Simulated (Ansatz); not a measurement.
Ansatz (a first-principles code) input (B3LYP/6-31+G*): The .json file is the Basis Set Exchange's 6-31+G*.

Ansatz 0.2 input:
```yaml
crystal:
  periodic: [false, false, false]
  atoms:
    - {symbol: N, position_ang: [0.00050850, 0.05505915, 0.21829074]}
    - {symbol: C, position_ang: [0.00176132, 1.42665324, 0.07760598]}
    - {symbol: C, position_ang: [1.21886028, -0.65170039, -0.11593847]}
    - {symbol: C, position_ang: [-1.22078552, -0.64895999, -0.11094661]}
    - {symbol: H, position_ang: [0.93451484, 1.93798604, 0.26489020]}
    - {symbol: H, position_ang: [-0.92906689, 1.94007936, 0.26870335]}
    - {symbol: H, position_ang: [1.36171805, -0.73955939, -1.20323368]}
    - {symbol: H, position_ang: [1.19291628, -1.65514888, 0.31148623]}
    - {symbol: H, position_ang: [2.07484105, -0.12021475, 0.29928959]}
    - {symbol: H, position_ang: [-1.36828861, -0.73649284, -1.19764770]}
    - {symbol: H, position_ang: [-2.07386374, -0.11555460, 0.30777843]}
    - {symbol: H, position_ang: [-1.19534696, -1.65246620, 0.31637296]}
basis:
  gaussian:
    orbitals: 6-31+G_.json
hamiltonian:
  xc: {name: B3LYP}
magnetization: {spin_polarized: true, initial_magnetization: 1}
output: {forces: true}
```

What final total energy does it give?

-173.82706 Eh.
